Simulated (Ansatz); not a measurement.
## GeH2, triplet: reading a ladder of total energies

Geometry: a PBE0/def2-TZVP stationary point for this spin, not checked as a minimum. The singlet lies 0.5 eV lower here.

| atom | x (Å) | y (Å) | z (Å) |
| --- | --- | --- | --- |
| Ge | 0.0000 | -0.0208 | 0.0000 |
| H | 0.0000 | 0.7490 | -1.3344 |
| H | 0.0000 | 0.7490 | 1.3344 |

Basis cc-pVTZ; Ansatz 0.2.0. Correlated methods freeze the noble-gas cores and the filled d shells of p-block atoms, which leaves 6 electrons in 57 orbitals. Prefix R: restricted or restricted open-shell reference. No spin–orbit coupling is included, and no scalar relativity.

Full CI is exact within this basis and frozen core; it isn't the basis-set limit.

Runs differ by some tens of microhartree through their thresholds and, for an open shell, their frozen cores, so steps under 0.03 kcal/mol mean nothing.

| level | total energy (hartree) |
| --- | --- |
| RHF | -2076.499129 |
| RMP2 | -2076.587343 |
| RCCSD | -2076.607858 |
| RCCSD(T) | -2076.610750 |
| RCCSDT | -2076.611429 |
| RCCSDT(Q) | -2076.611489 |
| full CI | -2076.611467 |

Task: What is the correlation energy at full CI, and what share of it do RMP2 and RCCSD recover?

Result: E(corr) = -2076.611467 − (-2076.499129) = -0.112338 hartree = -3.057 eV. RMP2: -0.088214 / -0.112338 = 78.53 %. RCCSD: -0.108729 / -0.112338 = 96.79 %.

Task: By how many kcal/mol does RCCSD(T) miss full CI (1 hartree = 627.509 kcal/mol), and which steps make up the rest?

Result: -2076.610750 − (-2076.611467) = 0.000717 hartree = 0.45 kcal/mol. Steps: RCCSDT − RCCSD(T) = -0.43, RCCSDT(Q) − RCCSDT = -0.04, full CI − RCCSDT(Q) = 0.01 kcal/mol. That is within 1 kcal/mol of the reference in this basis, which itself misses far more of the correlation at the basis-set limit.
